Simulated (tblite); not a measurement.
C4H11P2 (charge +1).
Structure used (GFN2-xTB), in Å, numbered top down from 1:
```
atom  x, y, z in Å
C1     2.4343   -0.3256    1.5591
P2     0.9242   -0.6813    0.5739
C3     0.9812    0.7120   -0.6084
C4    -0.1820    1.2809   -0.9263
P5    -1.6718    0.6452   -0.1581
C6    -2.2961   -0.9206   -0.7954
H7     2.2487    0.5286    2.2095
H8     3.2868   -0.1189    0.9133
H9     2.6546   -1.1910    2.1829
H10    1.5136   -1.5880   -0.3152
H11    1.9203    1.0625   -1.0179
H12   -0.2959    2.1010   -1.6247
H13   -1.5974    0.6246    1.2115
H14   -2.6503    1.5823   -0.4251
H15   -1.6115   -1.7311   -0.5424
H16   -2.3868   -0.8486   -1.8814
H17   -3.2789   -1.1200   -0.3650
```

Level: GFN2-xTB in tblite, geometry and Hessian alike; calculated harmonic values, unscaled, isolated species. Against measured fundamentals such values can be off by several per cent, at times by over 20. Modes of hydrogen on phosphorus can be 10 to 20 % off. One conformer, not necessarily the lowest.

Harmonic wavenumbers (cm⁻¹): 38.4, 88.2, 135.2, 139.6, 166.3, 182.3, 241.5, 341.3, 451.5, 543.9, 674.9, 693.7, 710.7, 725.4, 755.7, 776.2, 785.5, 833.4, 847.9, 880.5, 893.3, 920.8, 945.5, 969.6, 1014.4, 1082.5, 1218.8, 1304.6, 1317.3, 1373.0, 1377.6, 1412.3, 1427.4, 1583.5, 2259.8, 2405.9, 2459.2, 2977.3, 2983.8, 2992.1, 2998.5, 3008.3, 3014.2, 3026.5, 3041.5.

A = 4287, B = 1281, C = 1127 MHz; mass 121.034 u (most abundant isotopes); point group C1, symmetry number 1.

Task: Zero-point energy?

Result: ½Σν̃ = 29010 cm⁻¹ = 347.04 kJ/mol.

Task: Entropy at 298.15 K, 1 bar (ideal gas, RRHO, classical rotation)?

Result: Translation 168.67, rotation 118.58, vibration 113.34: S = 400.6 J/(mol K).

Task: And Cp and H(298.15 K) − H(0)?

Result: Cp = 150.26 J/(mol K), of which vibrations give 117.00 (their classical limit is 45 R = 374.2); H(298.15 K) − H(0) = 27.52 kJ/mol without the zero-point energy, 17.61 from vibrations.

Task: Which modes carry the vibrational entropy at 298.15 K?

Result: 38.4 cm⁻¹: 22.34; 88.2 cm⁻¹: 15.48; 135.2 cm⁻¹: 12.01; 139.6 cm⁻¹: 11.75; 166.3 cm⁻¹: 10.36; 182.3 cm⁻¹: 9.64 J/(mol K); the other 39 give 31.75 together.

Task: Blend soft modes into free rotors: weight 1/[1 + (100 cm⁻¹/ν̃)⁴] for the oscillator and the rest for a rotor with moment μB/(μ + B), μ = h/(8π²ν), B = 10⁻⁴⁴ kg m². What vibrational entropy results?

Result: 104.60 J/(mol K) in place of 113.34, which changes −T·S at 298.15 K by +2.61 kJ/mol.

Task: How do the functions run with temperature in this model?

Result: 
```csv
T (K),S (J/(mol K)),Cp (J/(mol K)),H − H(0) (kJ/mol),G − H(0) (kJ/mol),ln q(vib)
100,285.7,76.6,5.40,-23.18,1.70
200,349.0,110.8,14.72,-55.09,4.18
300,401.5,151.0,27.80,-92.66,6.57
500,495.5,218.4,65.18,-182.58,11.30
800,613.0,280.9,140.91,-349.51,18.05
1000,678.8,308.5,199.99,-478.84,22.20
```

q(vib) and H(0) count from the zero-point level.

Task: What must be added to the electronic energy to get the Gibbs energy at 298.15 K and 1 bar?

Result: ZPE + [H(298.15 K) − H(0)] − T·S = 347.04 + 27.52 − 119.44 = 255.12 kJ/mol.

Hindered rotation and anharmonicity are outside this model. Other conformers, if any are populated, would add a mixing term that is left out. The structure is chiral; the term R ln 2 for an equal mix with its mirror image is left out.
